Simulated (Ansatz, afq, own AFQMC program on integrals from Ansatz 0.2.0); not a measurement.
Where AFQMC and coupled cluster stand for BH₄, doublet

```xyz
5

B    -0.1623    0.0000    0.0000
H    -0.7591    1.0336    0.0000
H    -0.7591   -1.0336    0.0000
H     1.1957    0.0000    0.0000
H     2.0637    0.0000    0.0000
```

Basis cc-pVTZ. Noble-gas cores (and the filled d shells of Ga–Kr and In–Xe) are frozen. AFQMC by an in-house program on the Cholesky factors that Ansatz 0.2.0 writes for its CCSD(T) run. The CISD trial takes its coefficients from CCSD amplitudes. Released means that phaseless walkers are propagated on without the constraint, phases kept. ± is one standard error of the sampling.

Determinant: UHF, the one that the program's search chose, which needn't be the lowest solution. The geometry is a point of a scan.

No full CI on the walks' own integrals is used here; CCSDT(Q) serves as the reference and is uncertain by about the last step of the cluster series.

```
T1 diagnostic                               : 0.0123
weight of the determinant in the CISD state : 0.929
⟨S²⟩ of the determinant                     : 0.771
size of the correlated space                : 7 electrons in 85 orbitals
```

```tsv
level	correlation energy (eV)
MP2	-3.3838
CCSD	-4.0951
CCSD(T)	-4.1823
```

(1) Estimate where AFQMC with the constraint released lies against CCSD(T) on the same integrals.

(1) 16.7 ± 2.0 meV below CCSD(T).

Reference: CCSDT(Q), correlation energy -4.201 eV. The released energy is read at 2.40 1/Eh (meV from the phaseless value at times in 1/Eh: -1.7 ± 1.5 at 0.24, -2.9 ± 1.7 at 0.51, -5.8 ± 1.3 at 0.99, -4.9 ± 1.7 at 1.62, -4.6 ± 2.0 at 2.40).

| level | E − E(reference) (meV) | share of correlation (%) |
| --- | --- | --- |
| CCSD(T) | 18.5 | 99.56 |
| CCSDT | 1.9 | 99.95 |
| ph-AFQMC/CISD | 6.4 ± 1.9 | 99.85 |
| released AFQMC | 1.8 ± 2.0 | 99.96 |

A walk keeps the symmetry of its determinant, which the program's search chose and which needn't be the lowest solution, so a lower state of the same spin and another symmetry isn't excluded. Released energies are given only where the last usable release times agree within the noise; a slower fall can still hide under it.
